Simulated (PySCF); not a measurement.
Fluorine: a sound run and one with changed settings

Sound run: F [He] 2s2 2p5, F⁺ [He] 2s2 2p4. All numbers are calculated (PySCF 2.14, the spin-free X2C one-electron Hamiltonian (Gaussian nucleus), in cc-pVDZ-DK (3s2p1d, 14 functions)). The sound run starts from symmetry-adapted Hartree-Fock orbitals and uses a fine grid where one is needed.

Changed run: 14 angular points. This setting is unsound on purpose.

```json
{"species": "F", "method": "UHF", "sound run (hartree)": "-99.46176", "changed run (hartree)": "-99.46176", "converged": "yes"}
{"species": "F", "method": "r2SCAN", "sound run (hartree)": "-99.77365", "changed run (hartree)": "-99.77894", "converged": "yes"}
{"species": "F", "method": "BP86", "sound run (hartree)": "-99.80655", "changed run (hartree)": "-99.80591", "converged": "yes"}
{"species": "F⁺", "method": "UHF", "sound run (hartree)": "-98.88758", "changed run (hartree)": "-98.88758", "converged": "yes"}
{"species": "F⁺", "method": "r2SCAN", "sound run (hartree)": "-99.13637", "changed run (hartree)": "-99.13735", "converged": "yes"}
{"species": "F⁺", "method": "BP86", "sound run (hartree)": "-99.16437", "changed run (hartree)": "-99.16382", "converged": "yes"}
```

Ionisation energy of F:

| method | sound run (eV) | changed run (eV) |
| --- | --- | --- |
| UHF | 15.624 | 15.624 |
| r2SCAN | 17.341 | 17.459 |
| BP86 | 17.475 | 17.472 |

A coarse angular grid integrates products of high-l functions wrongly, so density functionals can shift, and the SCF can exploit the error; Hartree-Fock and MP2 need no grid.

For comparison, NIST gives 17.423 eV between the lowest levels.
